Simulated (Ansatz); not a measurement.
2H WSe2, treated with PBE-D4 (Ansatz, an electronic-structure program, PAW).

Rigid layers of the crystal as relaxed at this level are moved apart or together:

```csv
run,k mesh,layer repeat (Å),energy against free layers (meV/Å²),gap on the mesh (eV)
1,12×12×4,6.18,-28.75,0.715
2,12×12×4,6.33,-30.83,0.841
3,12×12×4,6.48,-30.97,0.962
4,12×12×4,6.68,-29.38,1.113
5,12×12×4,6.98,-25.29,1.272
6,12×12×4,7.48,-17.96,1.396
7,12×12×2,8.48,-8.24,1.544
8,12×12×2,10.48,-2.15,1.633
```

The lowest energy of these points lies at a layer repeat of 6.48 Å.

Spin–orbit coupling is not included.
